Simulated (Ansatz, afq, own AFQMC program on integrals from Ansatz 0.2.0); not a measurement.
## Atomization energy of SiH₂O₂, singlet

```xyz
5

O    -1.4552   -0.1045   -0.2789
Si   -0.2173   -0.8052    0.5782
O     1.0336    0.1917    0.0644
H    -1.2144    0.6506   -0.8336
H     1.9033   -0.0062    0.4284
```

Connectivity, by distances: OH–Si–OH.

Atoms in their ground-state spins without spin–orbit coupling (mostly on UHF) minus the molecule (RHF), without zero-point energy. The geometry is a stationary point, not shown to be a minimum.

Basis def2-TZVP. Only valence electrons are correlated. Integrals, coupled cluster, full CI and functionals: Ansatz 0.2.0; the random walks run on the same integrals in our own AFQMC program. The CISD trial takes its coefficients from CCSD amplitudes. Released means that phaseless walkers are propagated on without the constraint, phases kept. Uncertainties: one standard error, sampling alone. The errors of all members are added in quadrature.

No full CI on the walks' own integrals is used here. The released AFQMC energy serves as the reference, which it does only where one determinant dominates, the energy is flat over the last release times and near the phaseless one (40 meV or 2 meV an electron, half that with transition metals). On small molecules, where full CI could be run and the noise was under 10 meV, such values lay within 10 meV of it in 19 cases of 20, a flattering rate, since the rule was set on those same cases; what remains of the bias isn't in the error bar. Each member takes its own surest rung, up to full CI.

The best estimate is CCSD(T) at the basis-set limit (CBS: def2-TZVPP and def2-QZVPP, with their diffuse functions for anions and beside diffuse sets, CCSD(T) itself extrapolated) plus the step from CCSD(T) to AFQMC with the constraint released in def2-TZVP. Rows without CBS are in def2-TZVP; B2PLYP and the wave-function rows carry a basis error of their own. Core correlation and relativity beyond core potentials are missing, and ± holds the sampling alone.

Cautions: SiH₂O₂ (singlet): the released value is read at 1.50 1/Eh with a noise of 12 meV, more than in the cases checked (meV from the phaseless value at times in 1/Eh: -6 ± 7 at 0.24, -16 ± 6 at 0.51, -8 ± 9 at 0.99, -18 ± 12 at 1.50); other spins of the molecule weren't checked.

Best estimate: 20.140 ± 0.012 eV.

```
         level  atomization energy (eV)  error against the best estimate (eV)
            HF                   13.297                        -6.843 ± 0.012
           MP2                   19.804                        -0.336 ± 0.012
          CCSD                   18.770                        -1.370 ± 0.012
       CCSD(T)                   19.142                        -0.999 ± 0.012
 ph-AFQMC/CISD           19.153 ± 0.007                        -0.987 ± 0.014
released AFQMC           19.171 ± 0.015                                -0.969
        HF/CBS                   13.456                        -6.685 ± 0.012
       MP2/CBS                   20.803                         0.663 ± 0.012
   CCSD(T)/CBS                   20.128                        -0.012 ± 0.012
           PBE                   20.195                         0.055 ± 0.012
        r2SCAN                   19.806                        -0.334 ± 0.012
          PBE0                   19.467                        -0.673 ± 0.012
         B3LYP                   19.671                        -0.469 ± 0.012
       wB97M-V                   20.075                        -0.065 ± 0.012
        B2PLYP                   19.633                        -0.507 ± 0.012
```

Correlation beyond CCSD(T) changes it by less than twice the noise. Going to the basis-set limit adds 0.987 eV at CCSD(T). The perturbative (T) step is worth +0.371 eV. The functionals spread over 0.728 eV; PBE and wB97M-V come nearest and PBE0 is 0.673 eV too low.

Best estimates are given only where the step beyond CCSD(T) is under 0.3 eV and no member's determinant is very poor (T1 over 0.05, or 0.07 for open shells, ⟨S²⟩ too high by 0.3, two states mixed), so the hardest cases are missing from such tables.

The functionals ran in a triple-zeta set and keep a basis error of their own, a few kJ/mol for each bond in atomization energies and more for double hybrids, so close places among them and the extrapolated levels can swap.

Each member of a difference takes its own highest rung, so a best estimate needn't equal the limit plus the step of one row. Released energies are given only where the last usable release times agree within the noise; a slower fall can still hide under it.
